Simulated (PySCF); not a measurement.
An EPR property job and its printed output. Input:

```
{"job": {"kind": "epr", "basis": "pcH-1"}, "charge": -1, "multiplicity": 2}
Al     0.009389     0.003202     0.566606
H      1.500927    -0.111383    -0.207917
H     -0.846652    -1.236287    -0.184734
H     -0.653430     1.349242    -0.196809
```

Theory: PySCF, UKS B3LYP, pcH-1 on Al H, non-relativistic, mean-field spin-orbit, GIAO. Whether the extra electron is bound in the gas phase wasn't checked; a finite basis holds it in any case. Couplings are sensitive to structure, and on GFN2-xTB geometries they can be far from those on DFT ones, by a factor of two or more for some ions and for spin on atoms past the first row.

Output of the driver script. Atoms in this output count from 0.

```
UKS, coarse grid
  cycle   1  E = -244.19609672  |g| = 1.58e-01
  cycle   2  E = -244.21550262  |g| = 7.12e-02
  cycle   3  E = -244.22065657  |g| = 6.69e-03
  cycle   4  E = -244.22068702  |g| = 1.94e-03
  cycle   5  E = -244.22068804  |g| = 3.36e-04
UKS, final grid
  cycle   1  E = -244.22067888  |g| = 1.70e-04
  cycle   2  E = -244.22067891  |g| = 1.01e-04
  cycle   3  E = -244.22067891  |g| = 2.58e-05
internal stability: stable
E = -244.22067891 Eh   <S^2> = 0.7507 (exact 0.7500)
g shifts (ppm)      1          2          3
  rmc           -72        -72        -72
  gc              8         32         32
  oz_so         -42        905        906
  total        -107        864        865
hyperfine (MHz)  atom isotope    a_iso     a_fc   dipolar eigenvalues
    0  27Al     560.72     561.17    -50.57    -50.51    101.07
    1    1H      57.55      57.54     -4.39     -0.16      4.55
    2    1H      56.48      56.47     -4.39     -0.17      4.56
    3    1H      56.43      56.42     -4.39     -0.17      4.56
```

|g| in the SCF lines is the orbital gradient. In the g block, columns 1 to 3 are the principal axes in rising order; rmc is the relativistic mass correction, gc the gauge correction and oz_so the orbital-Zeeman/spin–orbit term. a_fc is the Fermi-contact part of a_iso, the rest being spin–orbit.

Q: Is the state sound, as far as the log shows?

A: The SCF converged after 8 cycles in all, 5 of them on the coarse grid, and the solution passed the internal stability test. The unrestricted determinant has ⟨S²⟩ = 0.7507 (exact 0.7500), so spin contamination is small.

Q: What are the principal g values and g_iso?

A: Adding the total shifts to 2.002319 gives 2.00221, 2.00318, 2.00318; their mean shift is 541 ppm, so g_iso = 2.00286.

Q: Which couplings shape the isotropic spectrum at natural abundance (0.05 mT or more)? Keep the log's numbering.

A: atom 0 (27Al, I = 5/2): 560.7 MHz = 20.00 mT in magnitude, a 1:1:1:1:1:1 sextet; atoms 1, 2, 3 (1H, I = 1/2): mean 56.8 MHz = 2.03 mT in magnitude, a 1:3:3:1 quartet. Together 24 lines to first order. Means are taken over nuclei equivalent by connectivity, which assumes that they swap fast.

The species is `[AlH3-]` [radical] (charge -1). The run used 65 basis functions and 11 iterations of the response equations.
Labels such as C1 count atoms from 1, the log's own numbers from 0.
